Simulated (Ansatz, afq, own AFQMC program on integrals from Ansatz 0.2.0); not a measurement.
# BH3 + H, doublet: a scan with AFQMC

```xyz
5

B    -0.1663    0.0000    0.0000
H    -0.7630    1.0336    0.0000
H    -0.7630   -1.0336    0.0000
H     1.0272    0.0000    0.0000
H     2.2827    0.0000    0.0000
```

A hydrogen atom is moved from one rigid fragment to the other; the B1–H4 distance tells how far. The two fragments are held close together, so this isn't a minimum-energy path and the start is a compressed complex. Energies in mEh count from this geometry (1.194 Å) at the same level; the start stands on UHF, each point on the determinant named.

Basis cc-pVTZ. Noble-gas cores (and the filled d shells of Ga–Kr and In–Xe) are frozen. Integrals, coupled cluster, full CI and functionals: Ansatz 0.2.0; the random walks run on the same integrals in our own AFQMC program. The CISD trial takes its coefficients from CCSD amplitudes. Released means that phaseless walkers are propagated on without the constraint, phases kept. ± is one standard error of the sampling.

```tsv
r(B1–H4) / Å	det.	T1	weight	⟨S²⟩	wB97M-V	r2SCAN	CCSD(T)
1.339	UHF	0.013	0.93	0.77	3.4	1.7	4.0
1.412	UHF	0.014	0.93	0.78	5.8	3.6	6.7
1.485	UHF	0.015	0.93	0.78	7.0	4.6	8.0
1.558	UHF	0.015	0.93	0.78	7.0	4.7	7.9
1.704	UHF	0.012	0.93	0.76	7.5	6.1	7.5
```

(1) Estimate the curve of CCSDT(Q), counted from the same start.

Answers

(1) 
```
r(B1–H4) / Å  det.     T1  weight  ⟨S²⟩  CCSDT(Q)  ph-AFQMC/CISD  released AFQMC
       1.339   UHF  0.013    0.93  0.77       3.9      4.0 ± 0.1      4.0 ± 0.09
       1.412   UHF  0.014    0.93  0.78       6.5      6.5 ± 0.1      6.6 ± 0.08
       1.485   UHF  0.015    0.93  0.78       7.9      8.0 ± 0.1      7.9 ± 0.07
       1.558   UHF  0.015    0.93  0.78       7.7      7.8 ± 0.1      7.8 ± 0.08
       1.704   UHF  0.012    0.93  0.76       7.4      7.6 ± 0.1      7.4 ± 0.08
```

Weight is that of the determinant in the CISD state; at the start T1 is 0.010 and the weight 0.94, and ⟨S²⟩ is 0.76. Largest departures from CCSDT(Q), at the points where its series has closed: CCSD(T) 0.1 mEh at 1.485 (on UHF), ph-AFQMC/CISD 0.1 mEh at 1.339 (on UHF) (within the noise), released AFQMC 0.1 mEh at 1.558 (on UHF) (within the noise), wB97M-V -0.9 mEh at 1.485, r2SCAN -3.3 mEh at 1.485. Functionals count only at points shown to share the start's state and spin.

A walk keeps the symmetry of its determinant, which the program's search chose and which needn't be the lowest solution, so a lower state of the same spin and another symmetry isn't excluded. Released energies are given only where the last usable release times agree within the noise; a slower fall can still hide under it.
